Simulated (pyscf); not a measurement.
Single points on ωB97X-D3(BJ)/def2-SVP structures (PySCF, gas phase).

Task: H₂N–Bi(OH)–OH + H₂O → HO–Bi(OH)–OH + NH₃
Surface: singlet. Broken: Bi–N, H–O. Formed: Bi–O, H–N. Give ΔE‡ and ΔE from ωB97M-D3(BJ)/def2-TZVP, relative to the separated reactants.

Result: ΔE‡ = 5.0 kJ/mol, ΔE = -38.4 kJ/mol. Zero-point energy shifts the barrier by +1.6 kJ/mol. It is a four-centre exchange, with an imaginary mode of 946i cm⁻¹. On the reactant side the descent ends in a bound adduct, 51.4 kJ/mol under the separated species and 50.3 kJ/mol under the saddle at ωB97X-D3(BJ)/def2-TZVP. On the product side the descent ends in an adduct with a Bi–N contact (not fully relaxed), 55.5 kJ/mol under the separated species and 91.1 kJ/mol under the saddle at ωB97X-D3(BJ)/def2-TZVP. What is counted as broken (Bi–N) persists as a longer contact in the product adduct; parting that adduct is a step of its own. This is the saddle that the search found; another between the same sides may lie lower. Elements past Kr carry the def2 core potentials, without spin-orbit coupling.
